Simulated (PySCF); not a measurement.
Gas-phase reaction: B₂H₆ + BCl₃ = 3 BH₂Cl

Computed with PySCF (xtb for GFN2) and rigid-rotor harmonic-oscillator thermochemistry at 1 bar. † marks an energy on the PBE0/def2-TZVP geometry and frequencies; other levels use their own. MP2 freezes the core. 6-31G* has spherical d functions here. All species are closed-shell singlets. B3LYP is the form with VWN-RPA correlation. BH₂Cl: computed as isolated molecules; such fragments, hydroxides, amides, oligomers or adducts are transient or little studied in the gas. MP2 isn't extrapolated to the basis-set limit; its ΔH°(298 K) is 132.3 kJ in def2-SVP and 135.2 kJ in def2-TZVPP. The harmonic model lacks anharmonicity and excited electronic states, which grow with temperature; levels with a mode under 35 cm⁻¹ are left out.

```json
[
 {"level": "B3LYP/6-31G*", "ΔE electronic, kJ": "111", "ΔH°(298 K), kJ": "97", "ΔS°(298 K), J/K": "182", "ΔG°(600 K), kJ": "-12"},
 {"level": "B3LYP/def2-TZVP†", "ΔE electronic, kJ": "117", "ΔH°(298 K), kJ": "103", "ΔS°(298 K), J/K": "181", "ΔG°(600 K), kJ": "-5"},
 {"level": "GFN2-xTB", "ΔE electronic, kJ": "-21", "ΔH°(298 K), kJ": "-26", "ΔS°(298 K), J/K": "174", "ΔG°(600 K), kJ": "-130"},
 {"level": "HF/6-31G*", "ΔE electronic, kJ": "32", "ΔH°(298 K), kJ": "18", "ΔS°(298 K), J/K": "184", "ΔG°(600 K), kJ": "-92"},
 {"level": "HF/def2-TZVP†", "ΔE electronic, kJ": "45", "ΔH°(298 K), kJ": "31", "ΔS°(298 K), J/K": "181", "ΔG°(600 K), kJ": "-77"},
 {"level": "MP2/def2-SVP†", "ΔE electronic, kJ": "146", "ΔH°(298 K), kJ": "132", "ΔS°(298 K), J/K": "181", "ΔG°(600 K), kJ": "24"},
 {"level": "PBE/def2-SVP", "ΔE electronic, kJ": "177", "ΔH°(298 K), kJ": "165", "ΔS°(298 K), J/K": "179", "ΔG°(600 K), kJ": "58"},
 {"level": "PBE/def2-TZVP†", "ΔE electronic, kJ": "167", "ΔH°(298 K), kJ": "153", "ΔS°(298 K), J/K": "181", "ΔG°(600 K), kJ": "44"},
 {"level": "PBE0/def2-QZVP†", "ΔE electronic, kJ": "160", "ΔH°(298 K), kJ": "146", "ΔS°(298 K), J/K": "181", "ΔG°(600 K), kJ": "38"},
 {"level": "PBE0/def2-TZVP", "ΔE electronic, kJ": "161", "ΔH°(298 K), kJ": "147", "ΔS°(298 K), J/K": "181", "ΔG°(600 K), kJ": "38"},
 {"level": "ωB97M-V/def2-TZVP†", "ΔE electronic, kJ": "146", "ΔH°(298 K), kJ": "132", "ΔS°(298 K), J/K": "181", "ΔG°(600 K), kJ": "23"}
]
```
ΔH° is lowest at GFN2-xTB and highest at PBE/def2-SVP. No reference value is set beside these.
